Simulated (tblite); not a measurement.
Species: diphosphine, P₂H₄.
Numbering: `[PH2:1][PH2:2]` (hydrogens: H3, H4 on P1; H5, H6 on P2)

Computed with GFN2-xTB (tblite), gas phase: Langevin dynamics at 400 K from the optimised GFN2-xTB geometry, time step 0.5 fs, friction 0.01 fs⁻¹, 2000 steps.

Start geometry:
```
atom  x, y, z in Å
P1      0.497    0.902   -0.316
P2     -0.497   -0.905    0.304
H3      1.356    0.919    0.784
H4      1.437    0.231   -1.100
H5     -1.364   -0.915   -0.790
H6     -1.427   -0.230    1.096
```

The statistics below take the 31 frames saved every 25 fs from 250 to 1000 fs; their kinetic temperature (all 3N coordinates) averages 481 K.

Task: How do the bond lengths spread?

Result: 
```
 bond  start (Å)  mean (Å)  standard deviation (Å)  shortest (Å)  longest (Å)
P1–P2      2.153     2.164                   0.033         2.104        2.241
P1–H3      1.395     1.408                   0.033         1.342        1.487
P1–H4      1.395     1.407                   0.058         1.302        1.525
P2–H5      1.396     1.415                   0.070         1.289        1.574
P2–H6      1.396     1.409                   0.049         1.329        1.512
```

Task: Give the same statistics for bond angles, one of each kind.

Result: 
```csv
angle,start (°),mean (°),standard deviation (°),smallest (°),largest (°)
P2–P1–H3,93.9,94.1,6.1,81.7,107.5
H3–P1–H4,92.0,91.6,6.8,77.5,105.1
```

The run is classical and short, so these are rough statistics of one trajectory.

The cost below is that of the whole dynamics run. The run took about 12 s of CPU time (one thread, shared machine).
